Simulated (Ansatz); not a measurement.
HBGe⁺, quartet in cc-pVDZ: errors against full CI

Geometry: that of the HBGe, triplet, kept fixed. The doublet lies 0.7 eV lower here.

```yaml
atoms:
  - { symbol: Ge, position_ang: [0.0000, 0.0000, 1.6897] }
  - { symbol: B, position_ang: [0.0000, 0.0000, -0.2506] }
  - { symbol: H, position_ang: [0.0000, 0.0000, -1.4391] }
```

Basis cc-pVDZ; Ansatz 0.2.0. Correlated methods freeze the noble-gas cores and the filled d shells of p-block atoms, which leaves 7 electrons in 31 orbitals. R marks a restricted (for open shells ROHF) determinant, U an unrestricted one. Active spaces: valence = (7e, 9o) chosen from the atoms' valence shells. No spin–orbit coupling is included, and no scalar relativity.

Full CI is exact within this basis and frozen core; it isn't the basis-set limit. The frozen core follows each run's orbitals, which can shift R against U totals by a few meV for light atoms and by up to 0.1 eV past Ca.

For open shells CISD and CISDTQ are restricted-active-space CI with the open shells as a complete middle space.

```
UHF ⟨S²⟩                          : 3.757
T1 diagnostic (RCCSD)             : 0.0437
largest doubles amplitude (RCCSD) : 0.094
```

```json
{"level": "RMP2", "E − E(RHF) (eV)": "-2.8275"}
{"level": "RCCSD", "E − E(RHF) (eV)": "-3.5396"}
{"level": "RCCSD(T)", "E − E(RHF) (eV)": "-3.6920"}
```

(1) Estimate how far full CI in cc-pVDZ lies from RCCSD(T). The table doesn't fix it; the size of (T) and the diagnostics are the guide.

(1) Full CI in cc-pVDZ lies 1.83 mEh below RCCSD(T), which is 33 % of the (T) step (-5.60 mEh). T1 is raised, and the rest is a large part of (T). The miss exceeds 1 kcal/mol.

The other levels:

| level | E − E(full CI) (mEh) | share of correlation (%) | wall time |
| --- | --- | --- | --- |
| CISD | 11.07 | 91.95 | 1.4 s |
| BCCD(T) | 1.83 | 98.67 | 1.9 s |
| RCCSDT | 0.39 | 99.71 | – |
| CISDTQ | 0.21 | 99.85 | 36 s (H100) |
| RCCSDT(Q) | 0.04 | 99.97 | 6 s |
| RCCSDTQ | -0.01 | 100.01 | 15 s (H100) |
| CASSCF (valence space) | 65.87 | 52.10 | – |
| NEVPT2 (valence space) | 17.43 | 87.32 | 3.1 s |
| MRCISD (valence space) | 2.73 | 98.02 | – |
| MRCISD+Q (valence space) | 0.21 | 99.85 | 4.6 s |

The correlation energy at full CI, counted from RHF, is -3.742 eV. That run took 23 s on 2 threads of AMD EPYC 7R13 with a shared H100 80 GB, shared host over 19,779,697 determinants.

Run but not shown, since their state or frozen core can't be matched to the reference's or they repeat it: UHF, UMP2, UCCSD, UCCSD(T), UCCSDT, UCCSDT(Q), UCCSDTQ.

Times hold each run's SCF and search for its determinant on a shared host, so for small cases they say little of a method's own cost; rows without a card ran on 1 thread of AMD EPYC 7R13.

The full-CI state has the irrep A2 of C2v, in the program's axes (one component, if the state is degenerate).

Natural occupations of full CI about the gap: 1.952 1.927 1.002 0.965 0.965 0.045 0.045 0.027 0.016 0.008; effectively unpaired electrons, Σ n²(2−n)², 3.04.
